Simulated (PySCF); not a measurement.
# Level of theory and bond dissociation enthalpies: vinylsilane

Structure: `C=C[SiH3]` (C2H6Si). Coordinates in Å; atoms count from 1 in this order:
```
C     1.5188   -0.1463   -0.2697
C     0.5037    0.0852    0.5707
Si   -1.2895    0.0716    0.0417
H     1.3523   -0.3605   -1.3316
H     2.5634   -0.1329    0.0610
H     0.7409    0.2936    1.6225
H    -2.0678   -0.9454    0.8148
H    -1.3639   -0.2544   -1.4150
H    -1.9279    1.4035    0.2803
```

All levels share the PBE0-D3(BJ)/def2-SVP structures and the PBE0-D3(BJ)/def2-SVP thermal terms; only the single-point energies (PySCF) change. Values are bond dissociation enthalpies (298 K, kJ/mol).

| level | Si3–H | C2–Si3 | C2–H | C1–H | time |
| --- | --- | --- | --- | --- | --- |
| HF/pcseg-1 | 292 | 285 | 322 | 345 | 2.5 s |
| M06-2X/cc-pVDZ | 359 | 386 | 423 | 445 | 28 s |
| M06-2X/def2-TZVP | 365 | 391 | 423 | 448 | – |

Times are wall times for all single points of a level on 1 thread of Arm Neoverse V1, a shared host; the dash marks the run that also made the structures.

Hartree-Fock leaves out electron correlation, so its bond energies come out too low, often by 100 kJ/mol or more.

The widest spread is that of C2–Si3: 107 kJ/mol, from 285 to 391.

Known limits: radicals beside a multiple bond are drawn in one resonance form, and their spin spreads.

Differences come from unrounded values, so a last digit can differ from that of the printed terms.
